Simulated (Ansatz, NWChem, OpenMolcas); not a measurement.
**A ladder of methods for H2S (hydrogen sulfide)**

H2S: 3 atoms, total charge 0, spin state singlet. SMILES: `S`. The shape is that of a PBE0-D4/def2-TZVP optimisation.

```xyz
3

S     0.4955   -0.2806    0.2439
H     0.0979    0.9977    0.1624
H    -0.5934   -0.7171   -0.4063
```

Quantity: the dipole moment, in D. The values are calculated.

**The experiment to reproduce.** NIST CCCBDB gives the dipole moment of the gas as 0.97 D.

```csv
level,kind,program,value (D),computed − measured,CPU time
SVWN5/aug-cc-pVTZ,LDA,OpenMolcas,1.04,+0.07,14 s
BLYP/aug-cc-pVTZ,GGA,OpenMolcas,0.95,-0.02,18 s
PBEsol/aug-cc-pVTZ,GGA,Ansatz,1.02,+0.05,0.97 s
TPSS/aug-cc-pVTZ,meta-GGA,NWChem,1.00,+0.03,18 s
r2SCAN/aug-cc-pVTZ,meta-GGA,OpenMolcas,1.05,+0.08,27 s
B3LYP/aug-cc-pVTZ,global hybrid,NWChem,0.99,+0.02,18 s
BHLYP/aug-cc-pVTZ,global hybrid,NWChem,1.03,+0.06,17 s
M06-2X/aug-cc-pVTZ,hybrid meta-GGA,NWChem,1.02,+0.05,20 s
```

Nearest: BLYP/aug-cc-pVTZ (-0.02 D), B3LYP/aug-cc-pVTZ (+0.02 D); farthest: r2SCAN/aug-cc-pVTZ (+0.08 D). The measured dipole is a vibrational average, so differences of a few hundredths of a debye mean little. Computed less measured by kind, in D (aug-cc-pVTZ rows): LDA +0.07; GGA -0.02 to +0.05; meta-GGA +0.03 to +0.08; global hybrid +0.02 to +0.06. Magnitudes only: a small dipole may point the other way at some levels. Times are those of the runs behind each value, whatever else they computed, on shared processors of several kinds: orders of magnitude only.
